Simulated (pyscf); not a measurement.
Optimised with ωB97X-D3(BJ)/def2-SVP in PySCF.

Estimate the classical barrier height and the reaction energy of H₃C–SnH₃ + NH₃ → CH₄ + H₂N–SnH₃ at ωB97M-D3(BJ)/def2-TZVP. The step runs on the singlet surface, breaks C–Sn, H–N and forms C–H, N–Sn; take the separated reactants as zero.

ΔE‡ = 46.2 kcal/mol, ΔE = -3.1 kcal/mol. Zero-point energy shifts the barrier by -1.5 kcal/mol. It is a four-centre exchange, with an imaginary mode of 1378i cm⁻¹. On the reactant side the descent ends in a complex (not fully relaxed), 4.0 kcal/mol under the separated species and 50.0 kcal/mol under the saddle at ωB97X-D3(BJ)/def2-TZVP. This is the saddle that the search found; another between the same sides may lie lower. Elements past Kr carry the def2 core potentials, without spin-orbit coupling.
